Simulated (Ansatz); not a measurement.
We consider litharge SnO, described by HSE06 (Ansatz, an electronic-structure program, PAW).

Settings: plane-wave cutoff 520 eV, 8×8×6 k mesh (along the axes of the cell as run), Fermi–Dirac smearing 0.01 eV, scalar-relativistic PAW data made under PBE.

Starting structure:

```
SnO
1.0
    3.80000     0.00000     0.00000
    0.00000     3.80000     0.00000
    0.00000     0.00000     4.84000
Sn O
2 2
Cartesian
  1.90000   0.00000   3.68808
  0.00000   1.90000   1.15192
  1.90000   1.90000   0.00000
  0.00000   0.00000   0.00000
```

**Question.** Into what structure does the relaxation of cell and atoms lead at this level, with the symmetry of the start kept?

**Answer.** The volume grows by 3.7 %; final space group P4/nmm.
```
SnO
1.0
    3.79974     0.00000     0.00000
    0.00000     3.79974     0.00000
    0.00000     0.00000     5.01778
Sn O
2 2
Direct
  0.50000   0.00000   0.77166
  0.00000   0.50000   0.22834
  0.50000   0.50000   0.00000
  0.00000   0.00000   0.00000
```

Note: the cell comes from a level without a dispersion term, which matters for the spacing of layers, chains or molecules; the cell has widely spaced layers and the level no dispersion term, so their spacing and the moduli can rest on weak binding.
